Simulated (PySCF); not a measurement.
Compounds:

A. isopropyl formate (CC(C)OC=O)
B. `C1(CO)COC1`
C. `COC1COC1`

Spectrum 1. ¹³C{¹H} NMR (computed): δ 80.9 (CH2), 77.9 (CH), 58.2 (CH3).

Spectrum 2. ¹³C{¹H} NMR (computed): δ 73.2 (CH2), 64.8 (CH2), 39.6 (CH).

Spectrum 3. ¹³C{¹H} NMR (computed): δ 165.3 (CH), 69.6 (CH), 23.5 (CH3).

- J: B3LYP/pcJ-1 (spin–dipole term left out of most H,H and C,H couplings)
- GFN2-xTB geometry
- NMR shieldings at PBE0/pcSseg-1/GIAO
- code: PySCF
- non-relativistic Hamiltonian, averaged over atoms made equivalent by symmetry, fast rotation or ring inversion, no solvent model, one conformer

δ = σ(ref) − σ, references computed at the same level: ¹³C (σref 186.93) against TMS. Shifts are as computed. Against solution values, carbons near 30 ppm lie about +3 ppm off and those near 130 ppm about +5 ppm (rms about the fit 2.1 ppm; single classes can miss by 10 ppm). Of 1328 compounds with measured shifts, 309 miss one by over three times the rms of a fit or turn the order of signals round; such compounds aren't used in these exercises. Signals without a measured value on file couldn't be tested in this way; 1H shifts scatter by 0.2 ppm about their fit, and single ones miss by 0.5 ppm.

Question: Which spectrum belongs to which compound?

Answer: 1–C, 2–B, 3–A.

- Spectrum 1 (C): 3 ¹³C signals; δC 80.9 is an sp3 CH2 bonded to O; δC 77.9 is an sp3 CH bonded to O.
- Spectrum 2 (B): 3 ¹³C signals; δC 73.2 is an sp3 CH2 bonded to O; δC 64.8 is an sp3 CH2 bonded to O.
- Spectrum 3 (A): 3 ¹³C signals; δC 165.3 is an ester carbonyl carbon; δC 69.6 is an sp3 CH bonded to O.
